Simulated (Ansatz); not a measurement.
`N=C(N)Cl`, charge 0, multiplicity 1.

Give a relaxed structure at PBE0-D4/def2-TZVP (the Gaussian-basis code of Ansatz). (Best estimate.)

Ansatz gave: 
```xyz
7

N    -0.981   -0.737   -0.679
C    -0.280    0.008    0.046
N     1.029    0.284   -0.172
Cl   -0.885    0.880    1.464
H    -1.949   -0.778   -0.392
H     1.487   -0.297   -0.854
H     1.579    0.641    0.587
```
